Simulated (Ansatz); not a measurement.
A structure relaxed at PBE0-D4/def2-TZVP, charge 0, multiplicity 1:

```xyz
15

C    -0.408   -0.676    1.860
N    -0.518    0.286    0.784
C     0.101   -0.134   -0.453
C    -0.370    0.775   -1.577
N     1.538   -0.139   -0.245
H     0.647   -0.845    2.079
H    -0.862   -1.653    1.627
H    -0.886   -0.279    2.758
H    -1.487    0.517    0.615
H    -0.169   -1.176   -0.709
H     0.115    0.503   -2.517
H    -1.452    0.705   -1.727
H    -0.122    1.814   -1.344
H     2.015   -0.511   -1.056
H     1.859    0.812   -0.096
```

Question: Give its formula and SMILES.

Answer: C3H10N2, `CNC(C)N`.

Question: Point group (tolerance 0.08 Å, 0.16 Å for H)?

Answer: C1.

Question: Summarise the bond lengths by kind.

Answer: 3 × C–N 1.445 to 1.452 Å; 7 × C–H 1.090 to 1.107 Å; 3 × H–N 1.011 to 1.014 Å; 1 × C–C 1.521 Å.

Program: Ansatz 0.2.0.
